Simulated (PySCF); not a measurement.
Diatomic anions of S with the third period

r²SCAN with double-zeta basis sets in PySCF, for the lowest determinant that a PBE0 search found; no spin–orbit coupling. De refers to high-spin ground-configuration atoms (the charge goes to the atom of lower measured ionisation energy or higher electron affinity, which is not always the lowest computed limit). A positive dipole points towards S; it is taken about the centre of mass and depends on that origin.

| M | basis | charged atom | state (unpaired electrons) | Re (Å) | ωe (cm⁻¹) | De (eV) | μ (D) |
| --- | --- | --- | --- | --- | --- | --- | --- |
| Na | def2-SVPD | S− | singlet (closed shell) | 2.438 | 347 | 1.62 | -7.00 |
| Mg | aug-cc-pVDZ/aug-cc-pV(D+d)Z | S− | doublet (σ ↑) | 2.235 | 477 | 2.42 | -1.94 |
| Al | def2-SVPD | S− | singlet (closed shell) | 2.113 | 565 | 4.84 | -0.16 |
| Si | aug-cc-pVDZ-DK | S− | doublet (π ↑) | 2.057 | 597 | 4.66 | 0.97 |
| P | def2-SVPD | S− | triplet (π ↑↑) | 2.030 | 599 | 3.90 | -0.27 |
| S | def2-SVPD | S− | doublet (π ↑) | 2.033 | 565 | 3.99 | n/a |

The shortest bond is that of PS⁻ (2.030 Å), the longest that of NaS⁻ (2.438 Å).

The rows differ in basis set, which adds steps of its own.

The state changes along the series, so neighbouring rows are not always alike in their bonding.

For an ion De counts to the pair picked by the measured ionisation energies or electron affinities, which need not be the lowest pair at this level. The highest Kohn–Sham level is positive in some of these anions. Much of that is self-interaction error, but it also means that the finite basis helps to hold the extra electron. States were picked by a PBE0 search and need not be the measured ground states.
